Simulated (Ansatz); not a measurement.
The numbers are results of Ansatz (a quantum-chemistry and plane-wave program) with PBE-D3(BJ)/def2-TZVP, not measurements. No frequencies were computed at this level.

Ansatz 0.2 input:
```yaml
crystal:
  periodic: [false, false, false]
  atoms:
    - { symbol: F, position_ang: [-1.122812, -0.821343, -0.718627] }
    - { symbol: Si, position_ang: [0.0, 0.0, 0.0] }
    - { symbol: F, position_ang: [0.587042, -0.842039, 1.182407] }
    - { symbol: F, position_ang: [-0.603932, 1.332654, 0.557705] }
    - { symbol: F, position_ang: [1.139702, 0.330728, -1.021486] }
basis:
  gaussian: { orbitals: def2-tzvp }
hamiltonian:
  xc: pbe
  dispersion: d3bj
relax:
  max_steps: 150
```

Output:

```
Functional definition: PBE
876 factors; their error is unknown
mean field evaluation 1: about -18738.1690 eV, gradient 6.5e1 eV
mean field evaluation 2: about -18724.7404 eV, gradient 1.2e2 eV
mean field evaluation 4: about -18743.4515 eV, gradient 1.0e0 eV
mean field evaluation 8: about -18743.4422 eV, gradient 6.8e-2 eV
mean field -18743.44219841 eV, -688.8087960301 hartree, gradient 2.9e-5 eV, S^2 0.000000; 0 other end points of the search recorded, 0 dependent functions left out
reference -18743.44222656 eV, -688.8087970647 hartree; 25, 25 occupied and 136, 136 virtual orbitals, 876 factors
relax step   1: F+E_penalty+E_count = -18743.50637504 eV  Δ(F+E_penalty+E_count) = +0.000e0 eV  max|allowed force component| = 5.179e-1 eV/Å  Δτ_max = 0.0000 Å  (24 SCF iters, accepted)
these checks for a lower state are left out or cut short: starts, cluster_reference, orbital_swaps, neighbouring_geometries, increment
876 factors; their error is unknown
mean field evaluation 16: about -18743.4634 eV, gradient 7.6e-1 eV
mean field -18743.45406961 eV, -688.8092322885 hartree, gradient 1.8e-5 eV, S^2 0.000000; 0 other end points of the search recorded, 0 dependent functions left out
reference -18743.45409773 eV, -688.8092333222 hartree; 25, 25 occupied and 136, 136 virtual orbitals, 876 factors
relax step   2: F+E_penalty+E_count = -18743.51814864 eV  Δ(F+E_penalty+E_count) = -1.177e-2 eV  max|allowed force component| = 2.945e-1 eV/Å  Δτ_max = 0.0062 Å  (25 SCF iters, accepted)
these checks for a lower state are left out or cut short: starts, cluster_reference, orbital_swaps, neighbouring_geometries, increment
876 factors; their error is unknown
mean field -18743.46002751 eV, -688.8094512375 hartree, gradient 2.0e-5 eV, S^2 0.000000; 0 other end points of the search recorded, 0 dependent functions left out
reference -18743.46005561 eV, -688.8094522700 hartree; 25, 25 occupied and 136, 136 virtual orbitals, 876 factors
relax step   3: F+E_penalty+E_count = -18743.52397427 eV  Δ(F+E_penalty+E_count) = -5.826e-3 eV  max|allowed force component| = 8.716e-3 eV/Å  Δτ_max = 0.0082 Å  (26 SCF iters, accepted)
876 factors; their error is unknown
mean field evaluation 32: about -18743.4698 eV, gradient 6.0e-2 eV
mean field -18743.46002751 eV, -688.8094512375 hartree, gradient 2.0e-5 eV, S^2 0.000000; 1 other end points of the search recorded, 0 dependent functions left out
reference -18743.46005561 eV, -688.8094522700 hartree; 25, 25 occupied and 136, 136 virtual orbitals, 876 factors
Total energy: -18743.52400237 eV, -688.8118022702 hartree
Atom 0 at    -1.133149    -0.828904    -0.725243 Å, force    -0.007344    -0.005372    -0.004700 eV/Å
Atom 1 at     0.000000     0.000000    -0.000000 Å, force    -0.000000    -0.000000     0.000000 eV/Å
Atom 2 at     0.592447    -0.849791     1.193293 Å, force     0.003840    -0.005507     0.007733 eV/Å
Atom 3 at    -0.609492     1.344923     0.562839 Å, force    -0.003950     0.008716     0.003648 eV/Å
Atom 4 at     1.150194     0.333773    -1.030890 Å, force     0.007455     0.002163    -0.006681 eV/Å
Dipole moment:     0.000000     0.000000    -0.000000 e Å
```

Cost: very roughly 16 core-seconds.
